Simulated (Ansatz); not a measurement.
# CH2NO2− (SMILES NC(=O)[O-]): one structure at several levels

An exercise on one series of results from a longer session: the logs are not shown, and one member is left open.

Program: Ansatz 0.2.0, Gaussian basis. Level of theory: single points in def2-TZVPPD. These are calculated values, not measurements.

Cores are frozen in the correlated methods.

## Starting geometry

SMILES `NC(=O)[O-]`, 6 atoms, charge -1, spin multiplicity 1.

Atoms are counted from 1 here; the program's logs count them from 0.

Bond lengths: N1–C2 1.506 Å, N1–H5 1.020 Å, N1–H6 1.033 Å, C2–O3 1.257 Å, C2–O4 1.267 Å. Angles: C2–N1–H5 111.6°, C2–N1–H6 113.8°, H5–N1–H6 110.5°, N1–C2–O3 115.9°, N1–C2–O4 113.9°, O3–C2–O4 130.2°.

Coordinates:

```xyz
6
charge -1, multiplicity 1
N     0.7866    0.1226    0.2283
C    -0.5750    0.0258   -0.4086
O    -1.3623    0.9754   -0.1677
O    -0.7460   -1.0226   -1.0995
H     1.1960   -0.7990    0.3793
H     0.8006    0.6726    1.1029
```

The first run:

Contents of run/in.yaml:

```yaml
crystal:
  periodic: [false, false, false]
  atoms:
    - {symbol: N, position_ang: [0.786631, 0.122616, 0.228286]}
    - {symbol: C, position_ang: [-0.575041, 0.025802, -0.408598]}
    - {symbol: O, position_ang: [-1.362350, 0.975384, -0.167662]}
    - {symbol: O, position_ang: [-0.745970, -1.022602, -1.099476]}
    - {symbol: H, position_ang: [1.196019, -0.799005, 0.379336]}
    - {symbol: H, position_ang: [0.800555, 0.672646, 1.102881]}
basis:
  gaussian: {orbitals: "def2-TZVPPD.json"}
total_charge: -1
hamiltonian: {xc: pbe, dispersion: d4}
output: {forces: true}
```

The basis file named in the input lies beside it (Basis Set Exchange, JSON).

On the command line:

```bash
> ansatz run in.yaml --threads 2 --pin off --events-out ev --progress --plain --max-ram 3481MiB
```

Steps of the session up to this table: PBE-D4/def2-TZVPPD; r2SCAN-D4/def2-TZVPPD; PBE0-D4/def2-TZVPPD; wB97M-V/def2-TZVPPD; CCSD(T)/def2-TZVPPD.

One table of the session follows, with a row left open; its other results are not shown here.

| method | RMS force component (eV/Å) | angle to CCSD(T) forces (°) |
| --- | --- | --- |
| PBE-D4 | ? | ? |
| r2SCAN-D4 | 0.463 | 10.4 |
| PBE0-D4 | 0.595 | 17.8 |
| wB97M-V | 0.550 | 14.3 |
| CCSD(T) | 0.431 | reference |

**Question.** Estimate the row for PBE-D4.

**Answer.** RMS force component (eV/Å): 0.291; angle to CCSD(T) forces (°): 25.7. In the column «RMS force component (eV/Å)» it is the lowest.
